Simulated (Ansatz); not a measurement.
Al(NH3)2H3 (AlN₂H₉). Charge 0, multiplicity 3. Geometry PBE-D4/def2-SVP, that of the neutral singlet.

| atom | x (Å) | y (Å) | z (Å) |
| --- | --- | --- | --- |
| Al1 | -0.0004 | 0.0000 | 0.0005 |
| N2 | 0.9883 | 1.7629 | 0.8452 |
| H3 | 1.7987 | 1.5016 | 1.4232 |
| H4 | 0.3490 | 2.3057 | 1.4416 |
| H5 | 1.3292 | 2.3944 | 0.1075 |
| N6 | -0.9882 | -1.7628 | -0.8454 |
| H7 | -0.5249 | -2.6333 | -0.5507 |
| H8 | -0.9785 | -1.7442 | -1.8743 |
| H9 | -1.9719 | -1.8242 | -0.5494 |
| H10 | -1.0902 | 0.9675 | -0.7436 |
| H11 | -0.2977 | -0.5571 | 1.5100 |
| H12 | 1.3865 | -0.4105 | -0.7646 |

At PBE-D4/def2-TZVP an occupied level of the charge 0 triplet lies above an empty one (by up to 0.07 eV), so this SCF solution is probably not the lowest. At PBE-D4/def2-TZVP, r2SCAN-D4/def2-TZVP the gap within one spin of the charge 0 triplet nearly closes, so an electron or hole may be smeared out by delocalisation error. At PBE0-D4/def2-TZVP a singlet of charge 0 lies 6.34 eV below the triplet at the same geometry.

Question: Estimate the α-spin orbital energies around the gap (eV) in Ansatz with PBE-D4/def2-TZVP, r2SCAN-D4/def2-TZVP, PBE0-D4/def2-TZVP.

Answer: 
```
orbital  PBE-D4/def2-TZVP  r2SCAN-D4/def2-TZVP  PBE0-D4/def2-TZVP
 HOMO−5            -11.49               -11.99             -13.30
 HOMO−4             -9.30                -9.70             -10.75
 HOMO−3             -8.00                -8.51              -9.80
 HOMO−2             -7.90                -8.51              -9.36
 HOMO−1             -7.49                -7.95              -8.90
   HOMO             -0.99                -1.04              -1.20
   LUMO             -0.42                -0.47               0.13
 LUMO+1              0.16                 0.40               0.87
 LUMO+2              0.31                 0.53               0.94
 LUMO+3              1.32                 1.53               2.19
 LUMO+4              1.36                 1.56               2.27
 LUMO+5              1.39                 1.73               2.28
 β HOMO             -6.97                -7.26              -8.04
 β LUMO             -7.04                -7.18              -6.56
```
